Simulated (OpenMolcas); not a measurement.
**AlH2F (SMILES [H][Al]([H])[F]), step by step**

Aim: a single-point energy (UHF/STO-3G), then the energy (CASSCF(2,2)/STO-3G), then the energy (CASPT2(2,2)/STO-3G), then a single-point energy (SC-NEVPT2(2,2)/STO-3G), then a single-point energy (MRCI(2,2)/STO-3G) of AlH2F. 

The results are computed with OpenMolcas 26.06.

3 further runs of the same task are left out: 1 for a known fault of the program, 2 set aside as unsound or not needed.

## 1. The system as given

The species is AlH2F (4 atoms), meant as a singlet with charge 0. As SMILES, `[H][Al]([H])[F]`. The Al1–H3 distance was set to 3.820 Å, away from the relaxed value. At this shape a bond of the SMILES string is far longer than usual.

Bond lengths: Al1–F4 1.642 Å, Al1–H2 1.528 Å. Angles: H2–Al1–F4 119.2°.

## 2. The energy at UHF/STO-3G (run 1)

step1.input

```
* AlFH2 Hartree-Fock

&GATEWAY
  BasLib = $CurrDir
  Coord
  4
  angstrom
  Al       1.157493      -1.956543       0.031480
  H        2.684803      -2.007093       0.044620
  H       -0.738990       1.358820      -0.019420
  F        0.310373      -3.362853       0.034940
  Basis = STO-3G
  Group = NoSym

&SEWARD

&SCF
  UHF
  Scramble = 0.25
  PrOrbitals = 1 1
```

The basis set STO-3G is read from a file made from the Basis Set Exchange's data (not shown).

Launch:

```sh
$ export MOLCAS_MEM=1860
$ pymolcas step1.input > step1.log
```

Output, shortened:

```text
--- Start Module: gateway ---
[...]
--- Stop Module: gateway /rc=_RC_ALL_IS_WELL_ ---
--- Start Module: seward ---
[...]
      Basis functions           16
--- Stop Module: seward /rc=_RC_ALL_IS_WELL_ ---
--- Start Module: scf ---
[...]
       Convergence after  22 Iterations
[...]
::    Total SCF energy                               -338.0580967730
[...]
      Total spin, S                                     0.6200894688
[...]
      Total electronic charge=   24.000000
      Total            charge=   -0.000000
[...]
      Dipole Moment (debye):
      Origin of the operator (angstrom)=    0.8144   -2.4447    0.0321
                   X= -3.7427E-01               Y=  1.8157E+00               Z= -1.6691E-02           Total=  1.8540E+00
      Quadrupole Moment (debye*angstrom):
[...]
--- Stop Module: scf /rc=_RC_ALL_IS_WELL_ ---
[...]
```

Wall time 2 s (1 thread of Arm Neoverse V1, shared host); peak memory 0.37 GiB.

## 3. A single-point energy at CASSCF(2,2)/STO-3G (run 2)

step2.inp

```
* AlFH2 CASSCF

&GATEWAY
  BasLib = $CurrDir
  Coord
  4
  angstrom
  Al       1.157493      -1.956543       0.031480
  H        2.684803      -2.007093       0.044620
  H       -0.738990       1.358820      -0.019420
  F        0.310373      -3.362853       0.034940
  Basis = STO-3G
  Group = NoSym

&SEWARD

&RASSCF
  FileOrb = $CurrDir/step1.UnaOrb
  Spin = 1
  Nactel = 2 0 0
  Inactive = 11
  Ras2 = 2
  OrbListing = Nothing
```

The basis set STO-3G is read from a file made from the Basis Set Exchange's data (not shown).

Launch:

```sh
$ export MOLCAS_MEM=1860
$ pymolcas step2.inp > step2.log
```

Output, shortened:

```text
--- Start Module: gateway ---
[...]
--- Stop Module: gateway /rc=_RC_ALL_IS_WELL_ ---
--- Start Module: seward ---
[...]
      Basis functions           16
--- Stop Module: seward /rc=_RC_ALL_IS_WELL_ ---
--- Start Module: rasscf ---
[...]
      Number of active orbitals                  2
[...]
      Spin quantum number                      0.0
[...]
      Active orbitals                            2
[...]
      Number of CSFs                             3
[...]
      Number of root(s) required                 1
[...]
      Convergence after  9 iterations
[...]
      printout of CI-coefficients larger than  0.05 for root  1
      energy=    -338.057062
      conf/sym  11     Coeff  Weight
             1  20  -0.73991 0.54746
             3  02   0.67271 0.45254
      Natural orbitals and occupation numbers for root  1
      sym 1:   1.094927   0.905073
      ************************************************************************************************************************
      *                                                    Final results                                                     *
[...]
::    RASSCF root number  1 Total energy:   -338.05706226
[...]
      Total electronic charge=   24.000000
      Total            charge=   -0.000000
[...]
      Dipole Moment (debye):
      Origin of the operator (angstrom)=    0.8144   -2.4447    0.0321
                   X= -3.8341E-01               Y=  1.8310E+00               Z= -1.6804E-02           Total=  1.8708E+00
      Quadrupole Moment (debye*angstrom):
[...]
--- Stop Module: rasscf /rc=_RC_ALL_IS_WELL_ ---
[...]
```

It took 1.8 s on 1 thread of Arm Neoverse V1, shared host; peak memory 0.37 GiB.

## 4. The energy at CASPT2(2,2)/STO-3G (run 3)

step3.inp

```
>>> EXPORT MOLCAS_PRINT=2

&GATEWAY
  BASLIB = $CurrDir
  COORD
  4
  angstrom
  Al       1.157493      -1.956543       0.031480
  H        2.684803      -2.007093       0.044620
  H       -0.738990       1.358820      -0.019420
  F        0.310373      -3.362853       0.034940
  BASIS = STO-3G
  GROUP = NoSym

&SEWARD

&RASSCF
  FILEORB = $CurrDir/step2.RasOrb
  SPIN = 1
  NACTEL = 2 0 0
  INACTIVE = 11
  RAS2 = 2
  ORBLISTING = Nothing

&CASPT2
  IMAGINARY = 0.1
  FROZEN = 6
```

The basis set STO-3G is read from a file made from the Basis Set Exchange's data (not shown).

Launch:

```sh
$ export MOLCAS_MEM=1860
$ pymolcas step3.inp > step3.log
```

Output, shortened:

```text
--- Start Module: gateway ---
[...]
--- Stop Module: gateway /rc=_RC_ALL_IS_WELL_ ---
[...]
      Basis functions           16
[...]
--- Start Module: rasscf ---
[...]
      Number of active orbitals                  2
[...]
      Spin quantum number                      0.0
[...]
      Active orbitals                            2
[...]
      Number of CSFs                             3
[...]
      Number of root(s) required                 1
[...]
      Convergence after  4 iterations
[...]
      printout of CI-coefficients larger than  0.05 for root  1
      energy=    -338.057062
      conf/sym  11     Coeff  Weight
             1  20  -0.73991 0.54746
             3  02   0.67271 0.45254
      Natural orbitals and occupation numbers for root  1
      sym 1:   1.094927   0.905073
      ************************************************************************************************************************
      *                                                    Final results                                                     *
[...]
::    RASSCF root number  1 Total energy:   -338.05706226
[...]
      Total electronic charge=   24.000000
      Total            charge=   -0.000000
[...]
      Dipole Moment (debye):
      Origin of the operator (angstrom)=    0.8144   -2.4447    0.0321
                   X= -3.8341E-01               Y=  1.8310E+00               Z= -1.6804E-02           Total=  1.8708E+00
      Quadrupole Moment (debye*angstrom):
[...]
--- Stop Module: rasscf /rc=_RC_ALL_IS_WELL_ ---
--- Start Module: caspt2 ---
[...]
 ###    WARNING: User changed nr of frozen orbitals.                         ###
 ###############################################################################
[...]
      E2 (Variational):          -0.0385572649
      Total energy:            -338.0956195252
[...]
      Reference weight:           0.97917
[...]
::    CASPT2 Root  1     Total energy:   -338.09561953
[...]
--- Stop Module: caspt2 /rc=_RC_ALL_IS_WELL_ ---
[...]
```

It took 1.7 s on 1 thread of Arm Neoverse V1, shared host; peak memory 0.37 GiB.

## 5. A single-point energy at SC-NEVPT2(2,2)/STO-3G (run 4)

step4.input

```
&GATEWAY
 BasLib
 $CurrDir
 Coord
 4
 angstrom
 Al       1.157493      -1.956543       0.031480
 H        2.684803      -2.007093       0.044620
 H       -0.738990       1.358820      -0.019420
 F        0.310373      -3.362853       0.034940
 Basis
 STO-3G
 Group
 NoSym

&SEWARD

&RASSCF
 FileOrb
 $CurrDir/step2.RasOrb
 Spin
 1
 Nactel
 2 0 0
 Inactive
 11
 Ras2
 2
 OrbListing
 Nothing

&CASPT2
 SC-NEVPT2
 Frozen
 6
```

The basis set STO-3G is read from a file made from the Basis Set Exchange's data (not shown).

Launch:

```sh
$ export MOLCAS_MEM=1860
$ pymolcas step4.input > step4.log
```

Output, shortened:

```text
--- Start Module: gateway ---
[...]
--- Stop Module: gateway /rc=_RC_ALL_IS_WELL_ ---
[...]
      Basis functions           16
[...]
--- Start Module: rasscf ---
[...]
      Number of active orbitals                  2
[...]
      Spin quantum number                      0.0
[...]
      Active orbitals                            2
[...]
      Number of CSFs                             3
[...]
      Number of root(s) required                 1
[...]
      Convergence after  4 iterations
[...]
      printout of CI-coefficients larger than  0.05 for root  1
      energy=    -338.057062
      conf/sym  11     Coeff  Weight
             1  20  -0.73991 0.54746
             3  02   0.67271 0.45254
      Natural orbitals and occupation numbers for root  1
      sym 1:   1.094927   0.905073
      ************************************************************************************************************************
      *                                                    Final results                                                     *
[...]
::    RASSCF root number  1 Total energy:   -338.05706226
[...]
      Total electronic charge=   24.000000
      Total            charge=   -0.000000
[...]
      Dipole Moment (debye):
      Origin of the operator (angstrom)=    0.8144   -2.4447    0.0321
                   X= -3.8341E-01               Y=  1.8310E+00               Z= -1.6804E-02           Total=  1.8708E+00
      Quadrupole Moment (debye*angstrom):
[...]
--- Stop Module: rasscf /rc=_RC_ALL_IS_WELL_ ---
--- Start Module: caspt2 ---
[...]
 ###    WARNING: User changed nr of frozen orbitals.                         ###
 ###############################################################################
[...]
      E2 (Variational):          -0.0378532911
[...]
      E2 (Variational):          -0.0378520118
      Total energy:            -338.0949142722
[...]
      Reference weight:           0.97973
[...]
::    SC-NEVPT2 Root  1     Total energy:   -338.09491427
[...]
--- Stop Module: caspt2 /rc=_RC_ALL_IS_WELL_ ---
[...]
```

It took 1.7 s on 1 thread of Arm Neoverse V1, shared host; peak memory 0.37 GiB.

## 6. A single-point energy at MRCI(2,2)/STO-3G (run 5)

step5.input

```
&GATEWAY
 BasLib = $CurrDir
 Coord
 4
 angstrom
 Al       1.157493      -1.956543       0.031480
 H        2.684803      -2.007093       0.044620
 H       -0.738990       1.358820      -0.019420
 F        0.310373      -3.362853       0.034940
 Basis = STO-3G
 Group = NoSym

&SEWARD

&RASSCF
 FileOrb = $CurrDir/step2.RasOrb
 Spin = 1
 Nactel = 2 0 0
 Inactive = 11
 Ras2 = 2
 OrbListing = Nothing

&MOTRA
 LumOrb
 Frozen = 6

&GUGA
 Electrons = 12
 Spin = 1
 Inactive = 5
 Active = 2
 CIAll = 1

&MRCI
 SDCI
```

The basis set STO-3G is read from a file made from the Basis Set Exchange's data (not shown).

Launch:

```sh
$ export MOLCAS_MEM=1860
$ pymolcas step5.input > step5.log
```

Output, shortened:

```text
--- Start Module: gateway ---
[...]
--- Stop Module: gateway /rc=_RC_ALL_IS_WELL_ ---
[...]
      Basis functions           16
[...]
      Number of active orbitals                  2
[...]
      Spin quantum number                      0.0
[...]
      Active orbitals                            2
[...]
      Number of CSFs                             3
[...]
      Number of root(s) required                 1
[...]
      Convergence after  4 iterations
[...]
      printout of CI-coefficients larger than  0.05 for root  1
      energy=    -338.057062
      conf/sym  11     Coeff  Weight
             1  20  -0.73991 0.54746
             3  02   0.67271 0.45254
      Natural orbitals and occupation numbers for root  1
      sym 1:   1.094927   0.905073
      ************************************************************************************************************************
      *                                                    Final results                                                     *
[...]
::    RASSCF root number  1 Total energy:   -338.05706226
[...]
      Dipole Moment (debye):
      Origin of the operator (angstrom)=    0.8144   -2.4447    0.0321
                   X= -3.8341E-01               Y=  1.8310E+00               Z= -1.6804E-02           Total=  1.8708E+00
      Quadrupole Moment (debye*angstrom):
[...]
      *** WARNING: Default frozen orbitals is overwritten by user input.
      *** Default values:   3
[...]
--- Start Module: guga ---
[...]
--- Stop Module: guga /rc=_RC_ALL_IS_WELL_ ---
--- Start Module: mrci ---
[...]
       (But an ACPF correction will be computed)
       USE THE DEFAULT ACPF G-VALUE GFAC=  0.16666666666666666
[...]
                      CI ENERGY:  -338.10715274
[...]
                ACPF CORRECTION:    -0.00197756
[...]
      Total electronic charge=   24.000000
      Total            charge=    0.000000
[...]
     ACPF CORRECTION:     -0.00197756
[...]
  CI State   1     Total energy:   -338.10715274     QDav:     -0.00239195     QACPF:     -0.00197756
[...]
--- Stop Module: mrci /rc=_RC_ALL_IS_WELL_ ---
[...]
```

It took 1.9 s on 1 thread of Arm Neoverse V1, shared host; peak memory 0.37 GiB.

## 7. Results

| quantity | value |
| --- | --- |
| run 1, UHF/STO-3G: total energy | -338.05810 Eh |
| run 1, UHF/STO-3G: dipole moment | 1.85 D |
| run 1, UHF/STO-3G: HOMO energy | -4.46 eV |
| run 1, UHF/STO-3G: LUMO energy | 7.94 eV |
| run 1, UHF/STO-3G: HOMO–LUMO gap | 12.40 eV |
| run 1, UHF/STO-3G: ⟨S²⟩ | 1.005 |
| run 2, CASSCF(2,2)/STO-3G: total energy | -338.05706 Eh |
| run 2, CASSCF(2,2)/STO-3G: dipole moment (CASSCF density) | 1.87 D |
| run 3, CASPT2(2,2)/STO-3G: total energy | -338.09562 Eh |
| run 3, CASPT2(2,2)/STO-3G: dipole moment (CASSCF density) | 1.87 D |
| run 4, SC-NEVPT2(2,2)/STO-3G: total energy | -338.09491 Eh |
| run 4, SC-NEVPT2(2,2)/STO-3G: dipole moment (CASSCF density) | 1.87 D |
| run 5, MRCI(2,2)/STO-3G: total energy | -338.10715 Eh |
| run 5, MRCI(2,2)/STO-3G: dipole moment (CASSCF density) | 1.87 D |

What this shows: ⟨S²⟩ (run 1, UHF/STO-3G) is 1.00 where a pure singlet has 0.00: the reference is spin-contaminated. Mulliken charges (run 5, MRCI(2,2)/STO-3G) of the CASSCF density run from -0.40 on F4 to +0.70 on Al1; they depend strongly on the basis.
